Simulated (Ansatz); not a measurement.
# AlO2: the cost of one run

Computed with Ansatz 0.2.0, Gaussian basis. Level: def2-QZVPP, core rule «outside noble gas», up to 7 orbitals frozen.

The runs, in order: UHF; ROHF; CCSD(T) on UHF.

7 further runs of the same task are left out: 1 that didn't finish, 6 set aside as unsound or not needed.

## Step 1: The geometry

The geometry is a PBE0/def2-TZVP stationary point (not a proven minimum) of the parent state, kept for this charge and spin.

3 atoms, charge 0, spin multiplicity 6.

Atoms are counted from 1 here; the program's logs count them from 0.

Bond lengths: Al1–O2 1.756 Å, Al1–O3 1.756 Å. Angles: O2–Al1–O3 110.8°.

## Step 2: UHF

in.yaml

```yaml
crystal:
  periodic: [false, false, false]
  atoms:
    - {symbol: Al, position_ang: [0.000000, -0.540753, 0.000000]}
    - {symbol: O, position_ang: [0.000000, 0.455965, -1.445843]}
    - {symbol: O, position_ang: [0.000000, 0.455965, 1.445843]}
basis:
  gaussian: {orbitals: "def2-QZVPP.json"}
magnetization: {spin_polarized: true, initial_magnetization: 5}
hamiltonian: {xc: hf}
output: {orbitals: {seedname: orbitals}}
```

Started as:

```sh
$ ansatz run in.yaml --threads 1 --pin off --events-out ev --progress --plain --max-ram 2393MiB
```

**Question.** How long does this run take on 1 thread of Arm Neoverse V1, shared host, and how much memory does it need?

About 27 s, with a peak of 0.39 GiB.
